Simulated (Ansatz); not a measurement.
**BFH3N (SMILES NBF): a rigid scan of the bond length N1–B2**

How does the energy rise as the bond length N1–B2 leaves its equilibrium value, and do density functionals follow CCSD(T)? No other atom is relaxed.

Program: Ansatz 0.2.0, Gaussian basis. Level of theory: single points in def2-TZVPP. These are calculated values, not measurements.

Levels: PBE-D4, r2SCAN-D4, PBE0-D4, B3LYP-D4, wB97M-V, Hartree-Fock, MP2, CCSD, CCSD(T). The scan takes 1.223, 1.271, 1.342, 1.425, 1.516, 1.615, 1.720, 1.830, 1.945 Å.

Correlated methods freeze the cores. B3LYP uses VWN-RPA correlation.

43 further runs of the same task are left out: 43 set aside as unsound or not needed.

**1. Where the work starts**

SMILES `NBF`, 6 atoms, charge 0, spin multiplicity 1.

Atoms are counted from 1 here; the program's logs count them from 0.

Bond lengths: N1–B2 1.465 Å, N1–H4 0.999 Å, N1–H5 1.070 Å, B2–F3 1.437 Å, B2–H6 1.177 Å. Angles: B2–N1–H4 109.4°, B2–N1–H5 110.1°, H4–N1–H5 104.6°, N1–B2–F3 120.1°, N1–B2–H6 118.8°, F3–B2–H6 121.1°.

Geometry (Å):

```mol
BFH3N
  3D, bonds by distance, orders not assigned

  6  5  0  0  0  0  0  0  0  0999 V2000
   -0.6716    0.1945   -0.4635 N   0  0
    0.3724   -0.0964    0.5228 B   0  0
    0.1633    0.2203    1.9083 F   0  0
   -0.9063   -0.6429   -0.9541 H   0  0
   -0.2917    0.8521   -1.2175 H   0  0
    1.3759   -0.5916    0.1578 H   0  0
  1  2  8  0
  1  4  8  0
  1  5  8  0
  2  3  8  0
  2  6  8  0
M  END
```

**2. A first relaxation in a small basis**

File pre/in.yaml:

```yaml
crystal:
  periodic: [false, false, false]
  atoms:
    - {symbol: N, position_ang: [-0.671600, 0.194500, -0.463500]}
    - {symbol: B, position_ang: [0.372400, -0.096400, 0.522800]}
    - {symbol: F, position_ang: [0.163300, 0.220300, 1.908300]}
    - {symbol: H, position_ang: [-0.906300, -0.642900, -0.954100]}
    - {symbol: H, position_ang: [-0.291700, 0.852100, -1.217500]}
    - {symbol: H, position_ang: [1.375900, -0.591600, 0.157800]}
basis:
  gaussian: {orbitals: def2-SVP}
hamiltonian: {xc: pbe, dispersion: d4}
relax: {f_tol: 0.03, max_steps: 250}
```

The command line of these runs was not kept.

After this run come: Relaxation at PBE0-D4; Reference energies at the minimum; N1–B2 = 1.223 Å; N1–B2 = 1.271 Å; N1–B2 = 1.342 Å; N1–B2 = 1.425 Å; N1–B2 = 1.516 Å; N1–B2 = 1.615 Å; N1–B2 = 1.720 Å; N1–B2 = 1.830 Å; N1–B2 = 1.945 Å.

**Question.** What will these runs give? Wanted: highest point, CCSD(T); lowest point, CCSD(T); minimum along the scan, CCSD(T); RMS deviation from CCSD(T); largest T1 diagnostic.

The runs gave:

| quantity | value |
| --- | --- |
| highest point, CCSD(T) | 62.3 kcal/mol at 1.945 Å |
| lowest point, CCSD(T) | 0.0 kcal/mol at 1.389 Å |
| minimum along the scan, CCSD(T) | 1.396 Å |
| curvature there | 42.7 eV/Å² |
| RMS deviation from CCSD(T) | PBE-D4 2.0, r2SCAN-D4 0.6, PBE0-D4 1.2, B3LYP-D4 0.6, wB97M-V 0.8, Hartree-Fock 3.4, MP2 0.4, CCSD 0.9 kcal/mol |
| largest T1 diagnostic | 0.018 |

**Reading.** A polynomial through the near points puts the CCSD(T) minimum 0.007 Å above the PBE0-D4 value. The third derivative is negative, the usual anharmonicity of a bond. Curvature against CCSD(T): PBE-D4 -5 %, Hartree-Fock +7 %. Best along the scan: MP2. Worst: Hartree-Fock.
